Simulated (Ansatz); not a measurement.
Ansatz (a quantum-chemistry and plane-wave program) input (PBE0/STO-3G):

Ansatz 0.2 input:
```yaml
crystal:
  periodic: [false, false, false]
  atoms:
    - {symbol: O, position_ang: [0.82448034, -0.71617835, -0.05253853]}
    - {symbol: C, position_ang: [-0.34237428, -0.21782999, 0.00514315]}
    - {symbol: O, position_ang: [-0.61283652, 1.00175597, 0.05424341]}
    - {symbol: H, position_ang: [1.56965726, -0.07432635, -0.05830396]}
    - {symbol: H, position_ang: [-1.20856211, -0.90331471, 0.01380597]}
basis:
  gaussian:
    orbitals: STO-3G
hamiltonian:
  xc: {name: PBE0}
total_charge: 1
magnetization: {spin_polarized: true, initial_magnetization: 1}
```

Output:

```
Functional definition: PBE0
integrals: 0.01 GiB planned
242 factors; integrals over basis functions are off by at most 4.5e-5 eV
mean field: 0.07 GiB planned
mean field evaluation 1: about -5077.1022 eV, gradient 1.9e1 eV
mean field evaluation 2: about -5076.1328 eV, gradient 2.6e1 eV
mean field evaluation 4: about -5079.5069 eV, gradient 2.2e0 eV
mean field evaluation 8: about -5079.5230 eV, gradient 7.1e-2 eV
mean field evaluation 16: about -5079.5232 eV, gradient 8.6e-5 eV
mean field -5079.52320331 eV, -186.6690346973 hartree, gradient 4.9e-5 eV, S^2 0.756493; 1 other end points of the search recorded, 0 dependent functions left out
reference -5079.52321405 eV, -186.6690350920 hartree; 12, 11 occupied and 5, 6 virtual orbitals, 242 factors
Total energy: -5079.52321405 eV, -186.6690350920 hartree
```
